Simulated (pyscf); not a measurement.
Single points on ωB97X-D3(BJ)/def2-SVP structures (PySCF, gas phase). Correlated levels are frozen-core, on RHF or UHF. ΔMP2 is the change of the MP2 total energy from the triple- to the quadruple-zeta basis.

### Question
PBE/def2-TZVP puts the barrier of SiH₂ [singlet] + H₂C=CH₂ → H₃C–CH=SiH₂ (addition across a multiple bond or ene-type step; singlet surface; C–H broken, C–Si, C–H formed) at 7.9 kcal/mol and the reaction energy at -40.8 kcal/mol, from the separated reactants. What do r²SCAN/def2-TZVP, M06-2X/def2-TZVP, CCSD(T)/def2-TZVPP + ΔMP2(QZVPP) give on the same structures?

### Answer
r²SCAN: ΔE‡ = 8.1 kcal/mol, ΔE = -44.1 kcal/mol; M06-2X: ΔE‡ = 20.1 kcal/mol, ΔE = -37.1 kcal/mol; CCSD(T): ΔE‡ = 20.5 kcal/mol, ΔE = -37.4 kcal/mol. PBE's barrier matches one of them and lies within 12.6 kcal/mol of the others. Its reaction energy lies among theirs. On the reactant side the descent ends in a bound adduct (not fully relaxed), 16.8 kcal/mol under the separated species and 37.1 kcal/mol under the saddle at ωB97X-D3(BJ)/def2-TZVP. H₃C–CH=SiH₂ lies 19.0 kcal/mol over its isomer H₂C=CH–SiH₃, and others may lie lower still (electronic energy, ωB97M-D3(BJ)). One saddle was located; it need not be the lowest between these sides. One closed-shell reference is unstable to symmetry breaking; treat the single-reference values with care. The CCSD(T) − MP2 part came from Ansatz, without density fitting, on the same reference. The largest closed-shell T1 diagnostic is 0.043, which may signal static correlation.
